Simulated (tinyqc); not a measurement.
Inside a calculation. Method: RKS/exchange-only LDA in the sto-6g basis, for H2F+, spin multiplicity 1. One step of it, computed by the program tinyqc.

Problem. Iteration 2: DIIS coefficients. Solve [B -1; -1 0][c; lambda] = [0; -1] for the coefficients, which sum to one.

B (overlaps of the stored error matrices):
```
[[1.6781838e+00, -2.5318687e+00],
 [-2.5318687e+00, 6.3643839e+00]]
```

Give: DIIS coefficients.

Solution.

DIIS coefficients: [0.6788, 0.3212]
